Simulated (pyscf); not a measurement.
Elementary routes open to H₂N–NH₂ (SMILES NN) + GaH₃ (SMILES [GaH3]) in the gas phase (singlet surface):
A. H₂N–NH–GaH₂ (SMILES N[NH][GaH2]) + H₂ (SMILES [H][H]) (H–N, Ga–H broken; Ga–N, H–H formed)
B. H₂N–GaH₂ (SMILES [NH2][GaH2]) + NH₃ (SMILES N) (N–N, Ga–H broken; Ga–N, H–N formed)

Optimised with ωB97X-D3(BJ)/def2-SVP in PySCF.

### Question
Rank the routes by free-energy barrier at 900 K, lowest first, for ωB97M-D3(BJ)/def2-TZVP energies (ideal gas, 1 atm, RRHO with modes under 100 cm⁻¹ raised to 100, one conformer, R ln 2 for chiral ones without a mode under 150 cm⁻¹).

### Answer
A (44.6 kcal/mol), B (93.1 kcal/mol)

Route A is the fastest of these, ahead of the next by 48.5 kcal/mol. The most stable products are those of B (ΔG = -53.8 kcal/mol), whose barrier is 48.5 kcal/mol higher: the kinetic and the thermodynamic product differ. At 298 K A is still the fastest. A: On the reactant side the descent ends in an adduct with a Ga–N contact, 26.6 kcal/mol under the separated species and 40.9 kcal/mol under the saddle at ωB97X-D3(BJ)/def2-TZVP. B: On the reactant side the descent ends in an adduct with a Ga–N contact, 26.6 kcal/mol under the separated species and 93.8 kcal/mol under the saddle at ωB97X-D3(BJ)/def2-TZVP. On the product side the descent ends in an adduct with a Ga–N contact (not fully relaxed), 19.7 kcal/mol under the separated species and 140.9 kcal/mol under the saddle at ωB97X-D3(BJ)/def2-TZVP. Only these routes are compared; each barrier is that of the saddle found, and lower ones may exist. One closed-shell reference is unstable to symmetry breaking; treat the single-reference values with care. Elements up to Kr have no core potential and no relativistic terms here.
